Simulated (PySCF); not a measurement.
Gas-phase reaction: 2 CH2F → CH2CHF + HF

Computed with PySCF (xtb for GFN2) and rigid-rotor harmonic-oscillator thermochemistry at 1 bar. † marks an energy on the PBE0/def2-TZVP geometry and frequencies; other levels use their own. MP2 freezes the core. Open shells (unrestricted): CH2F (multiplicity 2); the rest are closed-shell singlets. GFN2 has no spin-polarisation term. CH2F: computed as isolated molecules; such fragments, hydroxides, amides, oligomers or adducts are transient or little studied in the gas. MP2 isn't extrapolated to the basis-set limit.

HF/def2-TZVP† gives ΔH°(298 K) = -222 kJ.

What do GFN2-xTB, MP2/def2-TZVPP†, ωB97X-V/def2-TZVP† give?

GFN2-xTB: -354 kJ; MP2/def2-TZVPP†: -362 kJ; ωB97X-V/def2-TZVP†: -324 kJ. For scale, ΔH°(298 K) is -222 kJ at this level, -338 kJ at ωB97M-V/def2-TZVP†, and runs from -364 to -202 kJ over the 20 levels computed.
